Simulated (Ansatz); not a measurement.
**Hf–SiH2⁺, doublet: the ladder up to UCCSDT(Q)**

Geometry: that of the Hf–SiH2⁺, quartet, kept fixed.

```xyz
4

Hf    0.0000    0.0000    0.3827
Si    0.0000    0.0000   -2.2139
H     0.0000    1.2339   -3.0401
H     0.0000   -1.2339   -3.0401
```

Basis def2-SVP with its core potentials; Ansatz 0.2.0. Only valence electrons are correlated (noble-gas cores frozen), which leaves 9 electrons in 51 orbitals. Prefix R: restricted or restricted open-shell reference; prefix U: unrestricted. Active spaces: frontier = (9e, 9o) about the gap. No spin–orbit coupling is included; scalar relativity enters through the core potentials alone. The metal's outer-core shells are frozen, which leaves out core–valence correlation.

Full CI isn't at hand for all of this; UCCSDT(Q) serves as the reference, and is uncertain by about the last step of the cluster series. The frozen core follows each run's orbitals, which can shift R against U totals by a few meV for light atoms and by up to 0.1 eV past Ca.

Unrestricted rows (U) aren't spin-pure: their determinants' ⟨S²⟩ exceeds S(S+1) by up to 0.92, so they mix in states of higher spin. HF rows are the lowest solutions found. Coupled cluster chose its determinant by trial CCSD, here up to 0.06 eV above the lowest Hartree–Fock solution of its kind, and MP2 stands on that determinant too.

```
UHF ⟨S²⟩                            : 1.791
⟨S²⟩ of the determinant under UCCSD : 1.673
T1 diagnostic (RCCSD)               : 0.0687
largest doubles amplitude (RCCSD)   : 0.214
T1 diagnostic (UCCSD)               : 0.0538
```

```csv
level,E − E(RHF) (eV)
UMP2,-3.9065
UCCSD,-4.8247
UCCSD(T),-4.9957
```

**Question.** Estimate how far UCCSDT(Q) in def2-SVP lies from UCCSD(T). The table doesn't fix it; the size of (T) and the diagnostics are the guide.

**Answer.** UCCSDT(Q) in def2-SVP lies 6.7 kJ/mol below UCCSD(T), which is 41 % of the (T) step (-16.5 kJ/mol). T1 is raised, a doubles amplitude is large, the determinant isn't spin-pure, and the rest is a large part of (T). The miss exceeds 1 kcal/mol.

The other levels:

| level | E − E(UCCSDT(Q)) (kJ/mol) | share of correlation (%) | wall time |
| --- | --- | --- | --- |
| UHF† | 419.2 | – | 12 s |
| UCCSDT | 1.2 | 99.75 | – |

A dagger marks rows that describe another state than the reference (another or a broken symmetry, a higher spin or other natural occupations), so the difference isn't the method's error.

The correlation energy at UCCSDT(Q), counted from RHF, is -5.065 eV. That run took 4.9 min on 1 thread of Arm Neoverse V1, shared host.

Run but not shown, since their state or frozen core can't be matched to the reference's or they repeat it: RHF, RMP2, CISD, RCCSD, RCCSD(T), RCCSDT, RCCSDT(Q), CASSCF (frontier space), NEVPT2 (frontier space), MRCISD (frontier space), MRCISD+Q (frontier space).

Times hold each run's SCF and search for its determinant on a shared host, so for small cases they say little of a method's own cost; they ran on 1 thread of Arm Neoverse V1.
